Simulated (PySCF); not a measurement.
# MB cations for M along the third period

PBE0 with double-zeta basis sets in PySCF, for the lowest determinant that a PBE0 search found; no spin–orbit coupling. De refers to high-spin ground-configuration atoms (the charge goes to the atom of lower measured ionisation energy or higher electron affinity, which is not always the lowest computed limit). A positive dipole points towards B; it is taken about the centre of mass and depends on that origin.

| M | basis | charged atom | state (unpaired electrons) | Re (Å) | ωe (cm⁻¹) | De (eV) | μ (D) |
| --- | --- | --- | --- | --- | --- | --- | --- |
| Na | aug-pcseg-1 | Na+ | doublet (σ ↑) | 2.895 | 190 | 0.58 | -2.44 |
| Mg | cc-pVDZ | Mg+ | singlet (closed shell) | 2.596 | 327 | 1.55 | -1.39 |
| Al | aug-cc-pV(D+d)Z/aug-cc-pVDZ | Al+ | doublet (σ ↑) | 2.741 | 245 | 0.96 | 0.43 |
| Si | 6-31G(d,p) | Si+ | triplet (σ ↑, π ↑) | 2.108 | 542 | 2.84 | 0.75 |
| P | jorge-DZP-DKH | B+ | quartet (σ ↑, π ↑↑) | 1.863 | 763 | 2.87 | 1.73 |
| Cl | aug-cc-pVDZ/aug-cc-pV(D+d)Z | B+ | doublet (σ ↑) | 1.606 | 1149 | 4.18 | 2.76 |

The shortest bond is that of BCl⁺ (1.606 Å), the longest that of NaB⁺ (2.895 Å). BCl⁺ is bound most strongly (4.18 eV) and NaB⁺ least (0.58 eV).

The rows differ in basis set, which adds steps of its own.

The state changes along the series, so neighbouring rows are not always alike in their bonding.

⟨S²⟩ is raised (MgB⁺ 0.23), so spin contamination touches these numbers. For an ion De counts to the pair picked by the measured ionisation energies or electron affinities, which need not be the lowest pair at this level. States were picked by a PBE0 search and need not be the measured ground states.
